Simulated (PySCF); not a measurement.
# C2H2FN (fluoroacetonitrile): the cost of one run

The runs use PySCF 2.14.0, with density-fitted response routines of our own; the level of theory stands in each step. All values are computed, except where a source is named. Atoms count from 0, in the outputs and in this text.

**1. The molecule as given**

6 atoms, charge 0, multiplicity 1; geometry from: GFN2-xTB. The atoms were then displaced at random by about 0.01 Å, so the start is not that level's minimum.

Bonds of the start (Å): N0–C1 1.17, C1–C2 1.46, C2–F3 1.35, C2–H4 1.09, C2–H5 1.08.

**2. Geometry optimisation at PBE0-D3(BJ)/def2-SVP**

Job settings and geometry (Å):

```
{"job": {"xc": "PBE0", "basis": "def2-SVP", "d3": "d3bj", "grid": 1, "shake": 0.01, "kind": "geom"}, "charge": 0, "multiplicity": 1}
N      2.145120     0.025450    -0.040090
C      0.979220    -0.002910    -0.024920
C     -0.483810    -0.068340    -0.004150
F     -0.984840     1.188020     0.027880
H     -0.797630    -0.603160     0.896120
H     -0.833900    -0.569080    -0.899510
```

Launch:

```bash
$ OMP_NUM_THREADS=1 python probes_run.py task.json out
```

The driver reads the jobs from task.json and runs them one after another.

Q: Estimate the wall time and peak memory of this first job on 1 thread of Arm Neoverse V2, shared host.

About 6.2 s, with a peak of 0.29 GiB.
